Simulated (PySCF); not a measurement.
These compounds are isomers of formula C₃H₅NO.

A. SMILES COC1=NC1
B. SMILES C=CNC=O
C. `C(/C=N/C)=O`

Spectrum 1. 1H NMR (300 MHz, computed): δ 8.09 (q, J = 1.3 Hz, 1H), 7.45 (m, 1H), 6.13 (br, 1H), 4.63 (m, 1H), 4.60 (m, 1H). 13C{1H} NMR (computed): δ 158.0 (CH), 135.2 (CH), 96.8 (CH2).

Spectrum 2. 1H NMR (300 MHz, computed): δ 9.66 (d, J = 8.1 Hz, 1H), 7.70 (dq, J = 8.1, 2.4 Hz, 1H), 4.11 (d, J = 2.4 Hz, 3H). 13C{1H} NMR (computed): δ 200.5 (CH), 167.0 (CH), 52.6 (CH3).

Spectrum 3. 1H NMR (300 MHz, computed): δ 4.21 (s, 3H), 1.98 (s, 2H). 13C{1H} NMR (computed): δ 180.6 (C), 58.0 (CH3), 30.5 (CH2).

PySCF 2.14.0 with density-fitted response routines calculation with B3LYP/pcJ-1 coupling constants (spin–dipole term left out of most H,H and C,H couplings), structure optimised with GFN2-xTB and shieldings: GIAO PBE0/pcSseg-1; isolated molecule, relativity neglected, one conformer, averaged over atoms made equivalent by symmetry, fast rotation or ring inversion.

Scale: 1H (σ = 31.72 ppm), 13C (σ = 186.93 ppm) vs TMS (reference shieldings calculated alike). Multiplet labels drop J under 1 Hz and among equivalent protons, and merge close values. Unscaled 3J(H,H) run several per cent high. Where no couplings were computed, multiplicities follow the n + 1 count of equivalent neighbours, and m marks all less simple cases (inequivalent or close neighbours, rings, F or P nearby). Vicinal couplings that depend on rotamer populations or ring flexing (ring, CH–CH, X–H and H–F types) are those of the one conformer. Acid and N–H amide carbonyl carbons lie up to 10 ppm further downfield in solution (hydrogen bonding). Shifts are as computed. Against solution values, carbons near 30 ppm lie about +3 ppm off and those near 130 ppm about +5 ppm. Of 1211 compounds with measured shifts, 218 miss one by over three times the rms of a fit or turn the order of signals round; such compounds aren't used in these exercises. OH and NH positions are gas-phase values without hydrogen bonding to other molecules.

**Question.** Match each spectrum to its structure.

**Answer.** 1–B, 2–C, 3–A.

- Spectrum 1 (B): 3 13C signals; δC 158.0 is an amide carbonyl carbon; δC 135.2 is an alkene carbon bearing nitrogen.
- Spectrum 2 (C): 3 13C signals; δC 200.5 is an aldehyde carbonyl carbon; δC 52.6 is a methyl carbon bonded to N.
- Spectrum 3 (A): 3 13C signals; δC 58.0 is a methyl carbon bonded to O; δC 30.5 is a three-membered-ring carbon.
